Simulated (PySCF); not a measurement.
Coordinates in bohr (charge -1 multiplicity 1):
```
Al    0.0000    0.0000    0.0000
H    -1.7962   -1.7962    1.7962
H     1.7962   -1.7962   -1.7962
H    -1.7962    1.7962   -1.7962
H     1.7962    1.7962    1.7962
```

Computed with PBE0/[Al def2-TZVPD, H def2-TZVPD], no relativity, density fitting, PySCF.

This geometry of [AlH4]- is a stationary point at this level.

Problem. What is the point group?

Solution. Td.

Problem. Is it a minimum?

Solution. Yes: all harmonic wavenumbers are real.

Problem. Which band is strongest in the infrared?

Solution. 1647 cm⁻¹ (t2), 1843 km/mol.

Problem. What are the dipole moment and the gap between the highest occupied and lowest empty levels?

Solution. 0.00 D about the centre of mass and 6.35 eV.

Only a few start shapes were tried, so a lower isomer may exist. The lowest empty level of this anion is unbound, so it and the gap depend on the basis.
